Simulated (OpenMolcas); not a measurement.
**CH6B− (SMILES [H][B-]([H])([H])C) at 6 levels**

Aim: a comparison of 6 runs (HF/STO-3G, B3LYP/6-31G*, M06-2X/cc-pVDZ, PBE0/def2-SVP, MP2/def2-SVP) of CH6B−. 

Program for the calculation: OpenMolcas 26.06.

2 further runs of the same task are left out: 2 set aside as unsound or not needed.

**1. Starting point**

CH6B−: 8 atoms, total charge -1, spin state singlet. As SMILES, `[H][B-]([H])([H])C`. Geometry: relaxed at GFN2-xTB.

Bond lengths: B1–C2 1.649 Å, C2–H3 1.096 Å, C2–H4 1.096 Å, C2–H5 1.096 Å, B1–H6 1.231 Å, B1–H7 1.231 Å, B1–H8 1.232 Å. Some angles: B1–C2–H3 112.2°, B1–C2–H4 112.2°, B1–C2–H5 112.2°, C2–B1–H6 110.2°, C2–B1–H7 110.2°, C2–B1–H8 110.2°, H3–C2–H4 106.6°, H3–C2–H5 106.6°, H4–C2–H5 106.6°, H6–B1–H7 108.7°.

**2. Energy and gradient at HF/STO-3G (run 1)**

input.xyz

```xyz
8

B     -0.002120     0.003030    -0.820260
C      0.002160    -0.002850     0.828840
H     -1.010180     0.041900     1.245300
H      0.550190     0.849940     1.244930
H      0.469650    -0.905360     1.238890
H      1.151450    -0.035240    -1.249110
H     -0.546150     1.024230    -1.240270
H     -0.615010    -0.975650    -1.248310
```

mol.input

```
&GATEWAY
 BasLib=$CurrDir
 Coord=input.xyz
 Basis=STO-3G
 Group=NoSym

&SEWARD

&SCF
 Charge=-1
 Thresholds=1e-10 1e-07 1e-07 1e-05
 PrOrbitals=1 1

&ALASKA
```

The basis set STO-3G is read from a file made from the Basis Set Exchange's data (not shown).

The run is started by

```bash
export MOLCAS_MEM=1860
pymolcas mol.input > mol.log
```

The log of the run:

```text
--- Start Module: gateway ---
[...]
--- Stop Module: gateway /rc=_RC_ALL_IS_WELL_ ---
[...]
      Basis functions           16
[...]
--- Start Module: scf ---
[...]
       Convergence after  11 Iterations
[...]
::    Total SCF energy                                -65.1402912439
[...]
      Total spin, S                                     0.0000000000
[...]
      Total electronic charge=   18.000000
      Total            charge=   -1.000000
[...]
      Dipole Moment (debye):
      Origin of the operator (angstrom)=    0.0001   -0.0000    0.0312
                   X=  8.1098E-03               Y= -1.1101E-02               Z=  3.3758E+00           Total=  3.3758E+00
      Center of Charge (angstrom)
[...]
--- Stop Module: scf /rc=_RC_ALL_IS_WELL_ ---
--- Start Module: alaska ---
[...]
 *              Molecular gradients               *
 **************************************************
  Irreducible representation: a
 ------------------------------------------------------------------------------------------
                              X                       Y                       Z
 ------------------------------------------------------------------------------------------
  B1                1.84947544005993E-05    6.95104686479278E-05    3.00586061284509E-02
  C2               -1.93904300389743E-04    2.56130548714736E-04    4.93503803024398E-03
  H3               -6.19435169838178E-03    2.82163145723810E-04   -4.51567604951242E-04
  H4                3.48506101354151E-03    5.29449790832048E-03   -3.25578471300769E-04
  H5                2.95636329181970E-03   -5.78629994590019E-03   -2.97895426533357E-04
  H6                2.69468893506501E-02   -8.83482805596636E-04   -1.13805995063918E-02
  H7               -1.26921245742491E-02    2.37203116956408E-02   -1.10885434292731E-02
  H8               -1.43264278373916E-02   -2.29528310155476E-02   -1.14494597202337E-02
[...]
--- Stop Module: alaska /rc=_RC_ALL_IS_WELL_ ---
[...]
```

Wall time 1.8 s (1 thread of Arm Neoverse V1, shared host); peak memory 0.37 GiB.

**3. Energy and forces at B3LYP/6-31G(d) (spherical functions) (run 2)**

mol.input

```
* CH6B Kohn-Sham DFT
>>> EXPORT MOLCAS_PRINT=2
&GATEWAY
BasLib=$CurrDir
BasisSet
B.6-31Gs....
B1 -0.002120 0.003030 -0.820260 angstrom
End of Basis
BasisSet
C.6-31Gs....
C2 0.002160 -0.002850 0.828840 angstrom
End of Basis
BasisSet
H.6-31Gs....
H3 -1.010180 0.041900 1.245300 angstrom
H4 0.550190 0.849940 1.244930 angstrom
H5 0.469650 -0.905360 1.238890 angstrom
H6 1.151450 -0.035240 -1.249110 angstrom
H7 -0.546150 1.024230 -1.240270 angstrom
H8 -0.615010 -0.975650 -1.248310 angstrom
End of Basis
&SEWARD
GridInput
Grid=UltraFine
End of Grid
&SCF
Charge=-1
KSDFT=B3LYP
Thresholds=1e-10 1e-07 1e-07 1e-05
PrOrbitals=1
&ALASKA
```

The basis set 6-31G* is read from a file made from the Basis Set Exchange's data (not shown).

The run is started by

```bash
export MOLCAS_MEM=1860
pymolcas mol.input > mol.log
```

The log of the run:

```text
--- Start Module: gateway ---
[...]
--- Stop Module: gateway /rc=_RC_ALL_IS_WELL_ ---
[...]
      Basis functions           40
[...]
--- Start Module: scf ---
[...]
       Convergence after  14 Iterations
[...]
::    Total KS-DFT energy                             -66.5667361163
[...]
      Total spin, S                                     0.0000000000
[...]
      Total electronic charge=   18.000000
      Total            charge=   -1.000000
[...]
      Dipole Moment (debye):
      Origin of the operator (angstrom)=    0.0001   -0.0000    0.0312
                   X=  8.1481E-03               Y= -1.0887E-02               Z=  3.4505E+00           Total=  3.4505E+00
      Center of Charge (angstrom)
[...]
--- Stop Module: scf /rc=_RC_ALL_IS_WELL_ ---
[...]
--- Start Module: alaska ---
[...]
 *              Molecular gradients               *
 **************************************************
  Irreducible representation: a
 ------------------------------------------------------------------------------------------
                              X                       Y                       Z
 ------------------------------------------------------------------------------------------
  B1               -5.52918148187167E-05    1.52982661704194E-04   -3.40384485797562E-03
  C2               -1.29072653351882E-04    1.54560703513668E-04    8.59774304765448E-03
  H3                5.31977727610755E-03   -2.12738152854372E-04   -4.02652164850947E-03
  H4               -2.77261181331756E-03   -4.42525273572247E-03   -3.93381334479004E-03
  H5               -2.39569593042055E-03    4.53663951095651E-03   -3.85701199449939E-03
  H6               -4.60644550681422E-03    1.71348973509212E-04    2.22136311600429E-03
  H7                2.18905937661418E-03   -4.20344238326309E-03    2.24981932375523E-03
  H8                2.45028106600576E-03    3.82590142216332E-03    2.15226635836541E-03
[...]
--- Stop Module: alaska /rc=_RC_ALL_IS_WELL_ ---
[...]
```

It took 17 s on 1 thread of Arm Neoverse V1, shared host; peak memory 0.37 GiB.

Run 3 isn't shown in full; the table further down has it.

**4. Energy and forces at M06-2X/cc-pVDZ (run 4)**

calc.input

```
&GATEWAY
 BasLib=$CurrDir
 Coord
 8
 angstrom
 B       -0.002120       0.003030      -0.820260
 C        0.002160      -0.002850       0.828840
 H       -1.010180       0.041900       1.245300
 H        0.550190       0.849940       1.244930
 H        0.469650      -0.905360       1.238890
 H        1.151450      -0.035240      -1.249110
 H       -0.546150       1.024230      -1.240270
 H       -0.615010      -0.975650      -1.248310
 Basis=cc-pVDZ
 Group=NoSym

&SEWARD
 GridInput
 Grid=UltraFine
 End of Grid

&SCF
 Charge=-1
 KSDFT=M062X
 Thresholds=1e-10 1e-07 1e-07 1e-05
 PrOrbitals=1 2

&ALASKA
```

The basis set cc-pVDZ is read from a file made from the Basis Set Exchange's data (not shown).

The run is started by

```bash
export MOLCAS_MEM=1860
pymolcas calc.input > calc.log
```

The log of the run:

```text
--- Start Module: gateway ---
[...]
--- Stop Module: gateway /rc=_RC_ALL_IS_WELL_ ---
[...]
      Basis functions           58
[...]
--- Start Module: scf ---
[...]
       Convergence after  14 Iterations
[...]
::    Total KS-DFT energy                             -66.5199799520
[...]
      Total spin, S                                     0.0000000000
[...]
      Total electronic charge=   18.000000
      Total            charge=   -1.000000
[...]
      Dipole Moment (debye):
      Origin of the operator (angstrom)=    0.0001   -0.0000    0.0312
                   X=  8.2402E-03               Y= -1.0967E-02               Z=  3.4729E+00           Total=  3.4729E+00
      Center of Charge (angstrom)
[...]
--- Stop Module: scf /rc=_RC_ALL_IS_WELL_ ---
[...]
--- Start Module: alaska ---
[...]
 *              Molecular gradients               *
 **************************************************
  Irreducible representation: a
 ------------------------------------------------------------------------------------------
                              X                       Y                       Z
 ------------------------------------------------------------------------------------------
  B1               -7.50712999928321E-05    1.69608897504113E-04   -6.02248751054990E-03
  C2               -1.28247589597772E-04    1.66818176671400E-04    9.90857320860572E-03
  H3                7.61126865868178E-03   -3.11610268641224E-04   -4.06609129510982E-03
  H4               -4.01702919436731E-03   -6.36531119356620E-03   -3.97161406236690E-03
  H5               -3.44184620299348E-03    6.55775887785692E-03   -3.87860907485815E-03
  H6               -6.46360239978372E-03    2.42012865199044E-04    2.69733068323008E-03
  H7                3.07895588119023E-03   -5.85749736233665E-03    2.70358112858393E-03
  H8                3.43557214685475E-03    5.39822000732015E-03    2.62931692245605E-03
[...]
--- Stop Module: alaska /rc=_RC_ALL_IS_WELL_ ---
[...]
```

Wall time 31 s (1 thread of Arm Neoverse V1, shared host); peak memory 0.39 GiB.

Run 5 isn't shown in full; the table further down has it.

**5. The energy at MP2/def2-SVP (run 6)**

run.inp

```
&GATEWAY
  BasLib
  $CurrDir
  Coord
  8
  angstrom
  B       -0.002120       0.003030      -0.820260
  C        0.002160      -0.002850       0.828840
  H       -1.010180       0.041900       1.245300
  H        0.550190       0.849940       1.244930
  H        0.469650      -0.905360       1.238890
  H        1.151450      -0.035240      -1.249110
  H       -0.546150       1.024230      -1.240270
  H       -0.615010      -0.975650      -1.248310
  Basis
  def2-SVP
  Group
  NoSym

&SEWARD

&SCF
  Charge
  -1
  Thresholds
  1e-10 1e-07 1e-07 1e-05
  PrOrbitals
  1 2

&MBPT2
  Frozen
  2
```

The basis set def2-SVP is read from a file made from the Basis Set Exchange's data (not shown).

The run is started by

```bash
export MOLCAS_MEM=1860
pymolcas run.inp > run.log
```

The log of the run:

```text
--- Start Module: gateway ---
[...]
--- Stop Module: gateway /rc=_RC_ALL_IS_WELL_ ---
[...]
      Basis functions           58
[...]
--- Start Module: scf ---
[...]
       Convergence after  14 Iterations
[...]
::    Total SCF energy                                -65.9684494884
[...]
      Total spin, S                                     0.0000000000
[...]
      Total electronic charge=   18.000000
      Total            charge=   -1.000000
[...]
      Dipole Moment (debye):
      Origin of the operator (angstrom)=    0.0001   -0.0000    0.0312
                   X=  8.4197E-03               Y= -1.1058E-02               Z=  3.5456E+00           Total=  3.5456E+00
      Center of Charge (angstrom)
[...]
--- Stop Module: scf /rc=_RC_ALL_IS_WELL_ ---
[...]
--- Start Module: mbpt2 ---
[...]
WARNING!
Default frozen orbitals as non valence orbitals is overwritten by user input.
Default values:   2
[...]
       Reference weight ( Cref**2 )         =        0.90833
::    Total MBPT2 energy                              -66.2445859342
[...]
      Total MBPT2 calculations                           0.07      0.08
--- Stop Module: mbpt2 /rc=_RC_ALL_IS_WELL_ ---
[...]
```

Wall time 2.7 s (1 thread of Arm Neoverse V1, shared host); peak memory 0.39 GiB.

**6. The series**

| run | level | integration grid | Cartesian functions | energy (Eh) | HOMO energy (eV) | LUMO energy (eV) | HOMO–LUMO gap (eV) | wall time |
| --- | --- | --- | --- | --- | --- | --- | --- | --- |
| 1 | HF/STO-3G | – | no | -65.140291 | -2.27 | 25.24 | 27.51 | 1.8 s |
| 2 | B3LYP/6-31G* (spherical functions) | UltraFine | no | -66.566736 | -0.84 | 8.56 | 9.40 | 17 s |
| 3 | B3LYP/6-31G* (Cartesian functions) | UltraFine | yes | -66.567904 | -0.84 | 8.55 | 9.39 | 17 s |
| 4 | M06-2X/cc-pVDZ | UltraFine | no | -66.519980 | -2.66 | 8.26 | 10.93 | 31 s |
| 5 | PBE0/def2-SVP | UltraFine | no | -66.422979 | -1.38 | 7.32 | 8.71 | 21 s |
| 6 | MP2/def2-SVP | – | no | -66.244586 | -4.79 | 10.10 | 14.89 | 2.7 s |

**7. What came out**

| quantity | value |
| --- | --- |
| run 6: total energy | -66.24459 Eh |
| run 6: HOMO energy (Hartree–Fock orbitals) | -4.79 eV |
| run 6: LUMO energy (Hartree–Fock orbitals) | 10.10 eV |
| run 6: HOMO–LUMO gap (to an unbound level, set by the basis) | 14.89 eV |
| run 6: correlation energy (2 core orbitals frozen) | -276.1 mEh |

In words: Over runs 1, 2, 3, 4, 5 the HOMO–LUMO gap runs from 8.71 eV (PBE0/def2-SVP) to 27.51 eV (HF/STO-3G). The two ends differ in method and basis. The empty levels of an anion lie above zero and hang on the basis. Totals of different functionals can't be ranked against each other. In run 1 the basis is minimal, so the values are rough. All runs together took 90 s, the longest 31 s.
